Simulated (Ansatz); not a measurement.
# AlPH₄ (triplet): from Hartree-Fock to the top rungs, cc-pVDZ

One table from this session's results is given with a row withheld; the runs are named, their logs left out.

Computed with Ansatz 0.2.0, Gaussian basis. Level: cc-pVDZ, core rule «outside noble gas», up to 10 orbitals frozen.

The runs, in order: UHF; CCSD(T) on ROHF; CCSD(T) on UHF; BCCD(T) on ROHF; CISD; CCSDT(Q) on ROHF; CCSDT(Q) on UHF.

6 further runs of the same task are left out: 3 for a known fault of the program, 3 set aside as unsound or not needed.

### The geometry

The geometry is a PBE0/def2-TZVP stationary point (not a proven minimum) of the parent state, kept for this charge and spin.

6 atoms, charge 0, spin multiplicity 3.

Atoms are counted from 1 here; the program's logs count them from 0.

Bond lengths: Al1–P2 2.322 Å, Al1–H3 1.586 Å, Al1–H4 1.586 Å, P2–H5 1.420 Å, P2–H6 1.420 Å. Angles: P2–Al1–H3 119.4°, P2–Al1–H4 119.4°, H3–Al1–H4 120.9°, Al1–P2–H5 94.0°, Al1–P2–H6 94.0°, H5–P2–H6 95.1°.

The first run:

in.yaml

```yaml
crystal:
  periodic: [false, false, false]
  atoms:
    - {symbol: Al, position_ang: [-0.037782, 0.000000, 1.213636]}
    - {symbol: P, position_ang: [0.089997, 0.000000, -1.105232]}
    - {symbol: H, position_ang: [-0.021055, -1.380168, 1.995550]}
    - {symbol: H, position_ang: [-0.021055, 1.380168, 1.995550]}
    - {symbol: H, position_ang: [-0.856043, -1.048281, -1.257693]}
    - {symbol: H, position_ang: [-0.856043, 1.048281, -1.257693]}
basis:
  gaussian: {orbitals: cc-pVDZ}
magnetization: {spin_polarized: true, initial_magnetization: 2}
hamiltonian: {xc: hf}
output: {orbitals: {seedname: orbitals}}
```

Run with:

```
$ ansatz run in.yaml --threads 1 --pin off --events-out ev --progress --plain --max-ram 2816MiB --backend cpu
```

Among the steps run: UHF; CCSD(T) on ROHF; CCSD(T) on UHF; BCCD(T) on ROHF; CISD; CCSDT(Q) on ROHF; CCSDT(Q) on UHF.

One table of the session follows, with a row left open; its other results are not shown here.

It belongs to the step «Misses and costs». 

| method | from UCCSDT(Q) (kJ/mol) |
| --- | --- |
| ROHF | +619.7 |
| UHF | +605.7 |
| RMP2 | +141.7 |
| UMP2 | +141.6 |
| CISD | ? |
| RCCSD | +21.0 |
| UCCSD | +20.6 |
| RCCSD(T) | +4.9 |
| UCCSD(T) | +4.8 |
| BCCD(T) | +4.6 |
| RCCSDT | +0.8 |
| UCCSDT | +0.7 |
| RCCSDT(Q) | +0.1 |
| UCCSDT(Q) | 0 |

Estimate the missing values for CISD.

As computed: from UCCSDT(Q) (kJ/mol): +75.9. In the column «from UCCSDT(Q) (kJ/mol)» it lies between RCCSD (+21.0) and UMP2 (+141.6).

Limits of these values: Restricted and unrestricted rows rest on different reference determinants; where their highest levels disagree by more than a few hundredths of an eV, they describe different states and don't form one ladder.
